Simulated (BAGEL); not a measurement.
# HF/3-21G (density fitting with qzvpp-jkfit) run of C2H2ClF (1-chloro-2-fluoroethene)

What is the vertical electron affinity of C2H2ClF (1-chloro-2-fluoroethene) at HF/3-21G (density fitting with qzvpp-jkfit)? 

The calculation is run with BAGEL 1.2.2.

## (1) The molecule

C2H2ClF: 6 atoms, total charge 0, spin state singlet. SMILES: `F/C=C/Cl`. Geometry: relaxed at GFN2-xTB.

Bond lengths: F1–C2 1.338 Å, C2–C3 1.322 Å, C3–Cl4 1.709 Å, C2–H5 1.079 Å, C3–H6 1.079 Å. Angles: F1–C2–C3 120.6°, C2–C3–Cl4 121.6°, F1–C2–H5 112.9°, C3–C2–H5 126.5°, C2–C3–H6 122.8°, Cl4–C3–H6 115.6°.

## (2) A single-point energy at HF/3-21G (density fitting with qzvpp-jkfit)

Contents of calc.json:

```json
{ "bagel": [

{
  "title": "molecule",
  "basis": "3-21g",
  "df_basis": "qzvpp-jkfit",
  "angstrom": true,
  "geometry": [
    { "atom": "F", "xyz": [       1.746810,      -0.161080,       0.474120 ] },
    { "atom": "C", "xyz": [       0.616750,      -0.186650,      -0.242630 ] },
    { "atom": "C", "xyz": [      -0.530040,       0.188270,       0.297240 ] },
    { "atom": "Cl", "xyz": [      -1.988630,       0.166630,      -0.593510 ] },
    { "atom": "H", "xyz": [       0.768360,      -0.532950,      -1.253600 ] },
    { "atom": "H", "xyz": [      -0.613250,       0.525780,       1.318380 ] }
  ]
},

{
  "title": "hf"
},

{
  "title": "print",
  "file": "orbitals.molden",
  "orbitals": true
}

]}
```

Run with:

```
$ BAGEL_NUM_THREADS=1 BAGEL calc.json > calc.out
```

Output:

```text
* using 1 threads per process

  ===============================================================
  ===============================================================

  *** Geometry ***

  { "atom" : "F", "xyz" : [      3.300992,     -0.304397,      0.895957 ] },
  { "atom" : "C", "xyz" : [      1.165489,     -0.352717,     -0.458504 ] },
  { "atom" : "C", "xyz" : [     -1.001630,      0.355779,      0.561702 ] },
  { "atom" : "Cl", "xyz" : [     -3.757966,      0.314885,     -1.121571 ] },
  { "atom" : "H", "xyz" : [      1.451990,     -1.007130,     -2.368961 ] },
  { "atom" : "H", "xyz" : [     -1.158875,      0.993580,      2.491377 ] },

  Number of auxiliary basis functions:      391

  Since a DF basis is specified, we compute 2- and 3-index integrals:
    o Being stored without compression. Storage requirement is 0.006 GB

  Number of basis functions:       44
  Number of electrons      :       40

    * METHOD: MOLECULE                             0.10

  *** RHF ***

  === Nuclear Repulsion ===
   140.9111632694

      * DIIS with orbital gradients will be used.

  === RHF iteration (3-21g) ===
      0       -632.55304077          0.01926104           0.02
      1       -632.60528220          0.01037464           0.02
      2       -632.61917818          0.00176295           0.02
      3       -632.61994069          0.00028509           0.02
      4       -632.61996896          0.00011967           0.02
      5       -632.61997314          0.00003245           0.02
      6       -632.61997349          0.00000789           0.02
      7       -632.61997351          0.00000229           0.02
      8       -632.61997351          0.00000069           0.02
      9       -632.61997351          0.00000029           0.02
     10       -632.61997351          0.00000011           0.02
     11       -632.61997351          0.00000003           0.02
     12       -632.61997351          0.00000001           0.02
     13       -632.61997351          0.00000000           0.02
    * SCF iteration converged.

    * Permanent dipole moment:
           (   -0.123936,     0.048910,     0.084569) a.u.

    * METHOD: HF                                   0.36

    * METHOD: PRINT                                0.01

  ===============================================================
```

Run time: 0.58 s. Hardware: 1 thread of Arm Neoverse V1, shared host; peak memory 0.081 GiB.

## (3) The doublet anion, same level

Contents of input.json:

```json
{ "bagel" : [

{
  "title" : "molecule",
  "basis" : "3-21g",
  "df_basis" : "qzvpp-jkfit",
  "angstrom" : "true",
  "geometry" : [
    { "atom" : "F", "xyz" : [    1.746810,   -0.161080,    0.474120 ] },
    { "atom" : "C", "xyz" : [    0.616750,   -0.186650,   -0.242630 ] },
    { "atom" : "C", "xyz" : [   -0.530040,    0.188270,    0.297240 ] },
    { "atom" : "Cl", "xyz" : [   -1.988630,    0.166630,   -0.593510 ] },
    { "atom" : "H", "xyz" : [    0.768360,   -0.532950,   -1.253600 ] },
    { "atom" : "H", "xyz" : [   -0.613250,    0.525780,    1.318380 ] }
  ]
},
{
  "title" : "uhf",
  "charge" : -1,
  "nopen" : 1
},
{
  "title" : "print",
  "file" : "orbitals.molden",
  "orbitals" : "true"
}

]}
```

Run with:

```
$ BAGEL_NUM_THREADS=1 BAGEL input.json > input.out
```

Output:

```text
* using 1 threads per process

  ===============================================================
  ===============================================================

  *** Geometry ***

  { "atom" : "F", "xyz" : [      3.300992,     -0.304397,      0.895957 ] },
  { "atom" : "C", "xyz" : [      1.165489,     -0.352717,     -0.458504 ] },
  { "atom" : "C", "xyz" : [     -1.001630,      0.355779,      0.561702 ] },
  { "atom" : "Cl", "xyz" : [     -3.757966,      0.314885,     -1.121571 ] },
  { "atom" : "H", "xyz" : [      1.451990,     -1.007130,     -2.368961 ] },
  { "atom" : "H", "xyz" : [     -1.158875,      0.993580,      2.491377 ] },

  Number of auxiliary basis functions:      391

  Since a DF basis is specified, we compute 2- and 3-index integrals:
    o Being stored without compression. Storage requirement is 0.006 GB

  Number of basis functions:       44
  Number of electrons      :       40

    * METHOD: MOLECULE                             0.10

  *** Open-shell HF ***

  === Nuclear Repulsion ===
   140.9111632694

      * DIIS with orbital gradients will be used.

  === UHF iteration (3-21g) ===
      0       -632.42918927          0.03996650           0.04
      1       -632.49545154          0.01581205           0.04
      2       -632.50406489          0.00757455           0.04
      3       -632.50613497          0.00100701           0.04
      4       -632.50638032          0.00037361           0.04
      5       -632.50643847          0.00020014           0.04
      6       -632.50647858          0.00007250           0.04
      7       -632.50648330          0.00003720           0.04
      8       -632.50648429          0.00001494           0.04
      9       -632.50648465          0.00000907           0.04
     10       -632.50648484          0.00000693           0.04
     11       -632.50648496          0.00000530           0.04
     12       -632.50648509          0.00000218           0.04
     13       -632.50648510          0.00000081           0.04
     14       -632.50648511          0.00000033           0.04
     15       -632.50648511          0.00000015           0.04
     16       -632.50648512          0.00000006           0.04
     17       -632.50648512          0.00000003           0.04
     18       -632.50648512          0.00000003           0.04
     19       -632.50648512          0.00000002           0.04
     20       -632.50648512          0.00000001           0.04
    * SCF iteration converged.

    * S^2 (UHF) is 0.7617

    * Permanent dipole moment:
           (    0.284303,    -0.001535,     0.156406) a.u.

    * METHOD: UHF                                  0.89

    * METHOD: PRINT                                0.01

  ===============================================================
```

Run time: 1.1 s. Hardware: 1 thread of Arm Neoverse V1, shared host; peak memory 0.081 GiB.

## (4) What came out

At HF/3-21G (density fitting with qzvpp-jkfit):

| quantity | value |
| --- | --- |
| singlet C2H2ClF: total energy | -632.61997 Eh |
| singlet C2H2ClF: dipole moment | 0.40 D |
| singlet C2H2ClF: HOMO energy | -10.31 eV |
| singlet C2H2ClF: LUMO energy | 4.21 eV |
| singlet C2H2ClF: HOMO–LUMO gap | 14.51 eV |
| doublet anion: total energy | -632.50649 Eh |
| doublet anion: ⟨S²⟩ | 0.762 |
| vertical electron affinity (to the doublet anion) | -3.088 eV |

What this shows: The anion lies 3.09 eV (298 kJ/mol) above the neutral: the electron isn't bound at this level, and such a value depends on the basis. Without diffuse functions anions come out too high. Hartree–Fock misses the correlation that binds many anions.
